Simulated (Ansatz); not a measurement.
**SiH+ (triplet): wave-function methods side by side at distance Si1–H2 = 2.849 Å, cc-pVQZ**

How much of the correlation energy of SiH+ (triplet) does each wave-function method recover here?

The runs use Ansatz 0.2.0, Gaussian basis; cc-pVQZ, core rule «outside noble gas», up to 5 orbitals frozen.

Plan: UHF; CCSD(T) on ROHF; CCSD(T) on UHF; BCCD(T) on ROHF; CCSDT(Q) on ROHF; CCSDT(Q) on UHF; CASSCF and NEVPT2, 4 electrons in 5 orbitals; Full CI.

17 further runs of the same task are left out: 2 for a known fault of the program, 12 that didn't finish, 3 set aside as unsound or not needed.

### 1 What is computed

The geometry derives from a PBE0/def2-TZVP stationary point (not a proven minimum). One bond is set to the value named and the two fragments are kept rigid.

2 atoms, charge 1, spin multiplicity 3.

Atoms are counted from 1 here; the program's logs count them from 0.

No contacts short enough for the rule that draws bonds.

### 2 UHF

File in.yaml:

```yaml
crystal:
  periodic: [false, false, false]
  atoms:
    - {symbol: Si, position_ang: [0.000000, 0.000000, 0.000000]}
    - {symbol: H, position_ang: [0.000000, 0.000000, 2.849000]}
basis:
  gaussian: {orbitals: cc-pVQZ}
total_charge: 1
magnetization: {spin_polarized: true, initial_magnetization: 2}
hamiltonian: {xc: hf}
output: {orbitals: {seedname: orbitals}}
```

Command:

```sh
$ ansatz run in.yaml --threads 1 --pin off --events-out ev --progress --plain --max-ram 2393MiB
```

After this run come: CCSD(T) on ROHF; CCSD(T) on UHF; BCCD(T) on ROHF; CCSDT(Q) on ROHF; CCSDT(Q) on UHF; CASSCF and NEVPT2, 4 electrons in 5 orbitals; Full CI.

Before running them: what should the planned runs give, taken together? Wanted: FCI below the RHF energy; RMP2 from FCI; UMP2 from FCI; RCCSD from FCI; RCCSD(T) from FCI; UCCSD(T) from FCI; RCCSDT(Q) from FCI; UCCSDT(Q) from FCI; NEVPT2 valence from FCI.

**Answer**, as computed:

| quantity | value |
| --- | --- |
| FCI below the RHF energy | -1.8592 eV |
| RMP2 from FCI | +11.12 kcal/mol |
| UMP2 from FCI | +11.33 kcal/mol |
| RCCSD from FCI | +1.26 kcal/mol |
| RCCSD(T) from FCI | +0.28 kcal/mol |
| UCCSD(T) from FCI | +0.27 kcal/mol |
| RCCSDT(Q) from FCI | -0.01 kcal/mol |
| UCCSDT(Q) from FCI | -0.02 kcal/mol |
| NEVPT2 valence from FCI | +7.62 kcal/mol |
| levels within 1 kcal/mol (43 meV) | RCCSD(T), UCCSD(T), BCCD(T), RCCSDT, UCCSDT, RCCSDT(Q), UCCSDT(Q) |
| T1 diagnostic | 0.025 |
| effectively unpaired electrons | 2.05 |

RCCSD(T) misses by +0.28 kcal/mol, 0.7 % of the correlation energy. One determinant dominates. These misses are within one basis, not against nature; the frozen cores of restricted and unrestricted runs differ, which can shift their rows.
